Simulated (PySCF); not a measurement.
Geometry (Å), atoms numbered from 1 in this order:
```xyz
8

B    -0.002    0.003   -0.834
N     0.002   -0.003    0.801
H    -0.948    0.033    1.173
H     0.510    0.800    1.172
H     0.446   -0.846    1.166
H     1.177   -0.035   -1.162
H    -0.559    1.046   -1.154
H    -0.627   -0.998   -1.162
```

PySCF 2.14.0 with density-fitted response routines calculation with σ from GIAO-KT2/pcSseg-1 and structure optimised with PBE0-D3(BJ)/def2-SVP; a single conformation, no solvent model, relativity neglected, equivalent nuclei averaged.

Shifts are taken against calculated references (same method and geometry level): TMS for 1H (σ = 31.18 ppm); BF3·OEt2 for 11B (σ = 99.90 ppm); 15N (σ = 264.30 ppm) vs NH3.

| atoms | nucleus | count | δ (ppm) |
| --- | --- | --- | --- |
| H6/H7/H8 | 1H | 3 | ? |
| B1 | 11B | 1 | ? |
| N2 | 15N | 1 | 42.7 |
| H3/H4/H5 | 1H | 3 | 2.48 |

Complete the table.

Answers


- H6/H7/H8: 2.34 ppm, hydrogen on a boron bonded to N
- B1: -22.9 ppm, boron bonded to N, 3 H

OH/NH shifts are gas-phase values; hydrogen bonding in solution moves them, usually downfield. Hydrogens on boron are broadened and split by 11B (spin 3/2, 80 %) and 10B (spin 3). Experimental scales use liquid or dissolved standards, which lie at an offset from isolated NH3 (liquid NH3: subtract about 20 ppm).
